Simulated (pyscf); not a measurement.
Single points on ωB97X-D3(BJ)/def2-SVP structures (PySCF, gas phase). MP2 and CC: frozen core, UHF for open shells. ΔMP2 is the change of the MP2 total energy from the triple- to the quadruple-zeta basis.

Estimate the classical barrier height and the reaction energy of H₂O (SMILES O) + HO–BH–F (SMILES OBF) → HO–BH–OH (SMILES OBO) + HF (SMILES F) at CCSD(T)/def2-TZVPP. The step runs on the singlet surface, breaks H–O, B–F and forms B–O, F–H; take the separated reactants as zero.

ΔE‡ = 22.5 kcal/mol, ΔE = +3.5 kcal/mol. CCSD(T)/def2-TZVPP + ΔMP2(QZVPP) gives 23.5 kcal/mol and +3.4 kcal/mol. Zero-point energy shifts the barrier by +0.6 kcal/mol. It is a four-centre exchange, with an imaginary mode of 985i cm⁻¹. On the product side the descent ends in a bound adduct, 9.6 kcal/mol under the separated species and 27.1 kcal/mol under the saddle at ωB97X-D3(BJ)/def2-TZVP. The reactants may also form a dative adduct at HO–BH–F; it and routes through it were not searched. At ωB97X-D3(BJ) the barrier from the zero used here is 21.3 kcal/mol. One saddle was located; it need not be the lowest between these sides. The CCSD(T) − MP2 part came from Ansatz, without density fitting, on the same reference.
